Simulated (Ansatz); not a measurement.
# C2H9N: the cost of one run

Computed with Ansatz 0.2.0, Gaussian basis. Level: RKS PBE-D4/def2-SVP.

Levels: PBE-D4, revPBE-D4, BLYP-D4, r2SCAN-D4, B97M-V, PBE0-D4, B3LYP-D4, HSE06-D4, wB97X-V, wB97M-V, B2PLYP, Hartree-Fock, MP2, CCSD, CCSD(T). The reference is CCSD(T) extrapolated to the basis limit.

Correlated methods freeze the cores. B3LYP uses VWN-RPA correlation. B2PLYP carries no dispersion term here.

176 further runs of the same task are left out: 176 set aside as unsound or not needed. Runs told in other sessions of the task aren't counted.

## (1) Where the work starts

The pair, from a GFN2-xTB docking trial: 12 atoms, charge 0, spin multiplicity 1.

Atoms are counted from 1 here; the program's logs count them from 0.

Bond lengths: C1–N2 1.452 Å, C1–H3 1.099 Å, C1–H4 1.089 Å, C1–H5 1.089 Å, N2–H6 1.014 Å, N2–H7 1.015 Å, C8–H9 1.082 Å, C8–H10 1.083 Å, C8–H11 1.083 Å, C8–H12 1.082 Å. Angles: N2–C1–H3 114.4°, N2–C1–H4 108.7°, N2–C1–H5 108.5°, H3–C1–H4 108.3°, H3–C1–H5 108.4°, H4–C1–H5 108.4°, C1–N2–H6 110.2°, C1–N2–H7 110.1°, H6–N2–H7 107.5°, H9–C8–H10 109.5°, H9–C8–H11 109.3°, H9–C8–H12 109.4°, H10–C8–H11 109.5°, H10–C8–H12 109.8°, H11–C8–H12 109.3°.

As a file:

```xyz
12
C2H9N
C     0.4433    0.0067   -2.1966
N    -0.4464   -0.0269   -1.0491
H     0.0376    0.5360   -3.0696
H     0.6714   -1.0165   -2.4919
H     1.3707    0.4936   -1.8998
H    -1.3091   -0.5042   -1.2880
H    -0.6880    0.9178   -0.7674
C    -0.0158   -0.0825    2.5515
H     0.9635    0.2842    2.8311
H    -0.0190   -0.3416    1.4999
H    -0.7531    0.6887    2.7355
H    -0.2550   -0.9554    3.1444
```

Atoms 1 to 7 are fragment A (CH₅N), the rest fragment B (CH₄).

## (2) A first relaxation in a small basis

Contents of pre/in.yaml:

```yaml
crystal:
  periodic: [false, false, false]
  atoms:
    - {symbol: C, position_ang: [0.443300, 0.006700, -2.196600]}
    - {symbol: N, position_ang: [-0.446400, -0.026900, -1.049100]}
    - {symbol: H, position_ang: [0.037600, 0.536000, -3.069600]}
    - {symbol: H, position_ang: [0.671400, -1.016500, -2.491900]}
    - {symbol: H, position_ang: [1.370700, 0.493600, -1.899800]}
    - {symbol: H, position_ang: [-1.309100, -0.504200, -1.288000]}
    - {symbol: H, position_ang: [-0.688000, 0.917800, -0.767400]}
    - {symbol: C, position_ang: [-0.015800, -0.082500, 2.551500]}
    - {symbol: H, position_ang: [0.963500, 0.284200, 2.831100]}
    - {symbol: H, position_ang: [-0.019000, -0.341600, 1.499900]}
    - {symbol: H, position_ang: [-0.753100, 0.688700, 2.735500]}
    - {symbol: H, position_ang: [-0.255000, -0.955400, 3.144400]}
basis:
  gaussian: {orbitals: def2-SVP}
hamiltonian: {xc: pbe, dispersion: d4}
relax: {f_tol: 0.03, max_steps: 250}
```

Started as:

```bash
> ansatz run in.yaml --threads 4 --pin off --events-out ev --progress --plain --max-ram 9574MiB
```

**Question.** How long does this run take on 4 threads of Arm Neoverse V1, shared host?

About 9 s.
